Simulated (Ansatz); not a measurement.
This Ansatz (a program for electronic structure) input (CCSD(T)/3-21G) gives -113.08117 Eh with 22 basis functions. A basis named .json is the Basis Set Exchange file of that set (core-valence sets with the plain set on hydrogen).

Ansatz 0.2 input:
```yaml
crystal:
  periodic: [false, false, false]
  atoms:
    - {symbol: O, position_ang: [0.00087921, 0.00996717, 0.66372784]}
    - {symbol: C, position_ang: [-0.00069266, -0.00785239, -0.52290140]}
    - {symbol: H, position_ang: [0.00580988, 0.95150323, -1.10075038]}
    - {symbol: H, position_ang: [-0.00868758, -0.98412628, -1.07166392]}
basis:
  gaussian:
    orbitals: 3-21G.json
total_charge: 1
magnetization: {spin_polarized: true, initial_magnetization: 1}
correlation: {method: ccsd_t, electrons: outside_noble_gas}
```

Change:
```diff
- orbitals: 3-21G.json
+ orbitals: cc-pVDZ
```

**Question.** What does the run give now?

**Answer.** -113.83489 Eh (CCSD(T)/cc-pVDZ, 38 functions), a change of -753.72 mEh.
